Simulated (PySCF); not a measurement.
**carbonyl fluoride: calculation against experiment**

**Measured values to compare with.**

From NIST CCCBDB Release 22 (SRD 101), experimental dipoles, for the gas: dipole moment (microwave Stark effect) 0.95 D.

The results are set against them at the end.

Species: carbonyl fluoride, CF2O.
Numbering: `[O:1]=[C:2]([F:3])[F:4]`

Cartesian coordinates in Å at the PBE0-D3(BJ)/def2-SVP level; atoms count from 1:
```
atom  x, y, z in Å
O1    -0.389    1.093    0.826
C2    -0.036    0.081    0.353
F3    -0.350   -0.361   -0.836
F4     0.740   -0.803    0.922
```

Runs made with PySCF (gas phase, on this PBE0-D3(BJ)/def2-SVP geometry; no spin–orbit coupling):

| level | job | basis functions | wall time |
| --- | --- | --- | --- |
| PBE0-D3(BJ)/def2-SVP, grid level 1 | geometry optimisation from a GFN2-xTB start | 56 | 7.5 s |
| B3LYP/def2-SVPD | 10 singlets by full TDDFT, 4 Tamm–Dancoff triplets, polarisability, ΔSCF ions | 89 | 9.5 s |
| HF/def2-SVPD | 10 singlets by TDHF, 4 Tamm–Dancoff triplets, polarisability, ΔSCF ions | 89 | 2.6 s |
| LDA/def2-SVPD | 10 singlets by full TDDFT, 4 Tamm–Dancoff triplets, polarisability, ΔSCF ions | 89 | 11 s |
| PBE/def2-SVPD | 10 singlets by full TDDFT, 4 Tamm–Dancoff triplets, polarisability, ΔSCF ions | 89 | 16 s |
| B3LYP/6-31G* | spin–spin couplings from 4 perturbed nuclei | 56 | 2.9 s |
| B3LYP/aug-cc-pVTZ-J | spin–spin couplings from 4 perturbed nuclei | 184 | 12 s |
| B3LYP/def2-TZVP | spin–spin couplings from 4 perturbed nuclei | 124 | 7.0 s |
| B3LYP/pcJ-0 | spin–spin couplings from 4 perturbed nuclei | 52 | 2.5 s |
| B3LYP/pcJ-2 | spin–spin couplings from 4 perturbed nuclei | 204 | 15 s |
| BHandHLYP/pcJ-1 | spin–spin couplings from 4 perturbed nuclei | 108 | 6.0 s |
| CAM-B3LYP/pcJ-1 | spin–spin couplings from 4 perturbed nuclei | 108 | 6.8 s |

Hardware: Arm Neoverse N1, one thread, no GPU (shared host).

All basis functions are spherical.

Results beside the measurements:

**Dipole moment.** Measured: 0.95 D (NIST CCCBDB Release 22 (SRD 101), experimental dipoles).

| level | computed (D) | computed − measured (D) | % (from the printed values) |
| --- | --- | --- | --- |
| PBE0-D3(BJ)/def2-SVP | 1.11 | +0.16 | +17 |
| B3LYP/def2-SVPD | 1.10 | +0.15 | +16 |
| HF/def2-SVPD | 1.21 | +0.26 | +27 |
| LDA/def2-SVPD | 1.11 | +0.16 | +17 |
| PBE/def2-SVPD | 1.11 | +0.16 | +17 |
| B3LYP/6-31G* | 1.21 | +0.26 | +27 |
| B3LYP/aug-cc-pVTZ-J | 1.12 | +0.17 | +18 |
| B3LYP/def2-TZVP | 1.15 | +0.20 | +21 |
| B3LYP/pcJ-0 | 0.99 | +0.04 | +4 |
| B3LYP/pcJ-2 | 1.14 | +0.19 | +20 |
| BHandHLYP/pcJ-1 | 1.16 | +0.21 | +22 |
| CAM-B3LYP/pcJ-1 | 1.15 | +0.20 | +21 |

12 of the 13 levels run are shown, the closest and the furthest among them. All 13 levels lie above the measurement. The computed dipoles belong to one fixed geometry; measured ones are averaged over vibrations unless marked μe. Magnitudes are compared, not signs.

No measured geometry was used, and the causes of the misses weren't examined.
